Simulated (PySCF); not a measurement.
Compound: C5H7F.
Z-matrix (Å and degrees, GFN2-xTB geometry), rows numbered from 1:
```
C 
C   1  1.3281
C   2  1.4562  1  126.41
C   3  1.3318  2  121.31  1   179.92
C   3  1.5052  2  117.05  1    -0.11
F   5  1.3710  3  112.08  2   179.89
H   1  1.0765  2  123.04  3    -0.02
H   1  1.0765  2  121.03  3  -179.97
H   2  1.0823  1  119.27  3   179.88
H   4  1.0758  3  121.81  2  -179.93
H   4  1.0764  3  121.33  2    -0.01
H   5  1.0965  3  110.83  2    60.93
H   5  1.0968  3  110.88  2   -61.03
```

The calculation used wB97X-D/def2-SVPD in PySCF (dipole) on a GFN2-xTB geometry, gas phase.

Masses are those of the commonest isotopes; rigid-rotor values at the optimised geometry. The values belong to one conformer with, in the numbering `[CH2:1]=[CH:2][C:3](=[CH2:4])[CH2:5][F:6]`, C1–C2–C3–C4 180°, C2–C3–C5–F6 180°.

Q: What are A, B and C (MHz)?

A: Ia = 79.52, Ib = 201.01, Ic = 277.29 u·Å²; 505379 MHz·u·Å²/I gives A = 6356, B = 2514, C = 1823 MHz.

Q: What kind of rotor is it?

A: An asymmetric top; Ray's κ = -0.695.

Q: Is it planar, by Δ = Ic − Ia − Ib?

A: Not planar: Δ = Ic − Ia − Ib = -3.24 u·Å². For a rigid frame Δ = −2 Σ m c², so Σ m c² = 1.62 u·Å² lies off the ab plane, practically all of it from hydrogen. The atom farthest from that plane is 0.90 Å away.

Q: Give the other two planar moments, Paa and Pbb, and the rms extents of the mass along the axes.

A: Paa = Σ m a² = (Ib + Ic − Ia)/2 = 199.39 and Pbb = Σ m b² = (Ia + Ic − Ib)/2 = 77.90 u·Å². With the mass M = 86.05 u, the rms extents √(P/M) along a, b and c are 1.52, 0.95, 0.14 Å.

Q: Give the coordinates in the principal-axis frame, origin at the centre of mass.

A: The sense of each axis is arbitrary; atoms in the order of the calculation.
```
atom  mass (u)   a (Å)   b (Å)   c (Å)
  C1    12.000   2.259   0.800  -0.001
  C2    12.000   1.572  -0.336   0.000
  C3    12.000   0.122  -0.469   0.000
  C4    12.000  -0.464  -1.665   0.000
  C5    12.000  -0.682   0.804   0.002
  F6    18.998  -2.032   0.561  -0.001
  H7     1.008   1.791   1.770  -0.002
  H8     1.008   3.336   0.798  -0.001
  H9     1.008   2.106  -1.277  -0.001
 H10     1.008  -1.534  -1.773  -0.001
 H11     1.008   0.116  -2.572  -0.001
 H12     1.008  -0.470   1.400  -0.894
 H13     1.008  -0.471   1.398   0.899
```

Q: Which lines would a microwave search look for?

A: The dipole components are |μa| = 1.65 D, |μb| = 0.17 D, |μc| = 0.00 D; the mirror of this Cs structure is the ab plane, so μc vanishes by symmetry and there are no c-type lines. Intensities carry the squares of the components, which stand as 1.00 : 0.01 (a : b). Some lines, for components of 0.1 D or more:

```
type  branch         J(Ka,Kc)    MHz  lower level (cm⁻¹)
   a       Q  1(1,0) ← 1(1,1)    692               0.273
   a       Q  2(1,1) ← 2(1,2)   2075               0.539
   a       R  1(0,1) ← 0(0,0)   4337               0.000
   b       Q  1(1,0) ← 1(0,1)   4533               0.145
   b       R  2(0,2) ← 1(1,1)   4747               0.273
   b       Q  2(1,1) ← 2(0,2)   5310               0.431
   a       R  2(1,2) ← 1(1,1)   7982               0.273
   b       R  1(1,1) ← 0(0,0)   8178               0.000
   a       R  2(0,2) ← 1(0,1)   8588               0.145
   a       R  2(1,1) ← 1(1,0)   9365               0.296
   b       Q  2(2,0) ← 2(1,1)  11609               0.608
   b       R  2(1,2) ← 1(0,1)  11823               0.145
   b       Q  2(2,1) ← 2(1,2)  13599               0.539
   b       R  2(2,1) ← 1(1,0)  20889               0.296
   b       R  2(2,0) ← 1(1,1)  21666               0.273
```

Q: Estimate the classical rotational partition function at 10 K, 100 K and 200 K.

A: Point group Cs, symmetry number σ = 1; q = (√π/σ)·√((kT/h)³/(ABC)), k/h = 20836.6 MHz/K: 988 at 10 K, 31200 at 100 K, 88400 at 200 K.

Stationary, but not proved a minimum. No vibrational averaging or centrifugal distortion is included, and the geometry carries the error of its method.
